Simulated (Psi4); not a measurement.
Dimer: H2O (SMILES O) (first 3 atoms) with H2O (SMILES O); geometry from S66by8 set.
(charge 0, multiplicity 1):
```xyz
6

O     -1.77586    -0.04165     0.00546
H     -2.09586     0.86119    -0.01597
H     -0.81614     0.05654     0.00073
O      1.69816     0.03681    -0.00515
H      2.07478    -0.40157     0.76097
H      2.07042    -0.43940    -0.75056
```

Calculation: SAPT0/jun-cc-pV(D+d)Z run with Psi4.

Question: Give the four SAPT terms and the total, and say what mostly holds the pair together.

Answer: electrostatics -16.4, exchange 3.7, induction -1.7, dispersion -1.5, total -15.9 kJ/mol; the largest attraction is electrostatics.
